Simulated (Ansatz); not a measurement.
Density of states of SiNi3 (Pm-3m, a = 3.465 Å, b = 3.465 Å, c = 3.465 Å, α = 90.00°, β = 90.00°, γ = 90.00°), in states per eV and primitive cell, averaged over bins of 0.4 eV. Level of theory: Ansatz 0.2.0, DFT r2SCAN, scalar-relativistic, plane waves, PAW.

Settings: cutoff 500 eV, Γ-centred mesh 12×12×12 on the computed 4-atom cell, Gaussian smearing of 0.10 eV; no spin polarisation.

The cell is relaxed at this level. The states (both spins) are summed by tetrahedra on a 18×18×18 mesh at the self-consistent density. Energies are bin centres; the table starts no lower than −8 eV and ends at 6 eV, or lower where the solved bands end.

It is a metal at this level.

| E − E_F (eV) | total | Ni 3d | Si 3p | Ni 4s | Si 3s |
| --- | --- | --- | --- | --- | --- |
| -7.85 | 0.34 | 0.03 | 0.16 | 0.13 | 0.01 |
| -7.45 | 0.53 | 0.07 | 0.24 | 0.18 | 0.03 |
| -7.05 | 0.78 | 0.13 | 0.36 | 0.24 | 0.04 |
| -6.65 | 1.26 | 0.28 | 0.56 | 0.32 | 0.08 |
| -6.25 | 1.44 | 0.42 | 0.59 | 0.30 | 0.10 |
| -5.85 | 1.44 | 0.51 | 0.58 | 0.24 | 0.08 |
| -5.45 | 1.86 | 0.88 | 0.62 | 0.25 | 0.08 |
| -5.05 | 1.32 | 0.76 | 0.36 | 0.13 | 0.04 |
| -4.65 | 1.89 | 1.18 | 0.49 | 0.16 | 0.02 |
| -4.25 | 6.48 | 4.69 | 1.36 | 0.30 | 0.01 |
| -3.85 | 3.63 | 2.82 | 0.22 | 0.48 | 0.00 |
| -3.45 | 5.15 | 4.68 | 0.18 | 0.18 | 0.01 |
| -3.05 | 5.49 | 5.12 | 0.08 | 0.13 | 0.00 |
| -2.65 | 7.09 | 6.58 | 0.17 | 0.11 | 0.01 |
| -2.25 | 6.12 | 5.53 | 0.28 | 0.09 | 0.03 |
| -1.85 | 4.61 | 4.33 | 0.10 | 0.06 | 0.01 |
| -1.45 | 11.80 | 11.32 | 0.10 | 0.20 | 0.01 |
| -1.05 | 9.67 | 8.91 | 0.19 | 0.23 | 0.13 |
| -0.65 | 5.05 | 4.28 | 0.13 | 0.17 | 0.22 |
| -0.25 | 3.71 | 3.64 | 0.02 | 0.01 | 0.02 |
| 0.15 | 1.12 | 0.97 | 0.12 | 0.01 | 0.00 |
| 0.55 | 2.16 | 1.52 | 0.48 | 0.08 | 0.01 |
| 0.95 | 2.11 | 1.27 | 0.58 | 0.12 | 0.04 |
| 1.35 | 1.39 | 0.68 | 0.47 | 0.11 | 0.04 |
| 1.75 | 1.13 | 0.47 | 0.41 | 0.09 | 0.06 |
| 2.15 | 0.99 | 0.36 | 0.37 | 0.08 | 0.08 |
| 2.55 | 0.94 | 0.31 | 0.35 | 0.08 | 0.10 |
| 2.95 | 0.91 | 0.27 | 0.34 | 0.09 | 0.11 |
| 3.35 | 0.81 | 0.22 | 0.31 | 0.11 | 0.09 |
| 3.75 | 0.86 | 0.20 | 0.35 | 0.13 | 0.07 |
| 4.15 | 0.67 | 0.14 | 0.28 | 0.10 | 0.04 |
| 4.55 | 0.92 | 0.18 | 0.18 | 0.39 | 0.02 |
| 4.95 | 0.97 | 0.16 | 0.15 | 0.43 | 0.01 |
| 5.35 | 0.96 | 0.13 | 0.13 | 0.39 | 0.01 |
| 5.75 | 1.05 | 0.12 | 0.11 | 0.35 | 0.03 |

The columns after the total are the Löwdin projections on the occupied valence shells of the potentials. The rest of the total lies in shells that are empty in the free atom, which aren't projected, and between the atoms.

A ferromagnetic start lost its moments in a first run, so spin was left out; other magnetic orders weren't tried.